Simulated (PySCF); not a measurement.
# Relaxing a trial structure of Al2BH5

The starting geometry of this gas-phase singlet was optimised with GFN2-xTB.

```xyz
8

Al    1.1483    0.3425   -0.2867
Al   -0.9699   -0.4462    1.0597
B    -0.6816    1.2704   -0.0412
H     1.0186   -1.2381    0.6681
H    -1.4106    1.2964   -0.9847
H     2.6352    0.2526   -0.8685
H    -1.6139   -1.6002    1.9881
H    -0.7188    2.2342    0.6595
```

Question: Predict what it relaxes into with PBE0-D4/def2-SVP.

Answer: New bonds form, giving a structure with H4 bridging Al1 and Al2, H5 bridging B3 and Al1, given below by its coordinates. Contacts that close: Al1–H5 (2.82 → 1.86 Å), Al2–H4 (2.18 → 1.80 Å).

The energy falls by 0.67 eV over 56 steps:

| step | E − E(last) (eV) |
| --- | --- |
| 1 | 0.673 |
| 7 | 0.465 |
| 13 | 0.462 |
| 19 | 0.414 |
| 25 | 0.376 |
| 32 | 0.207 |
| 38 | 0.016 |
| 44 | 0.001 |
| 50 | 0.000 |
| 56 | 0.000 |

Final geometry (Å):

```xyz
8

Al    1.1047    0.4178   -0.0520
Al   -0.9874   -0.5417    1.0536
B    -0.7281    1.2937    0.2526
H     0.4313   -1.2037    0.1725
H    -0.3783    1.0570   -0.9684
H     2.4424    0.3063   -0.8994
H    -1.3081   -1.5966    2.1929
H    -1.1565    2.4083    0.3980
```

The end wasn't checked by frequencies. Run with PySCF 2.14.0, 120 s on 2 threads of Intel(R) Xeon(R) 6975P-C (Granite Rapids) (shared host).
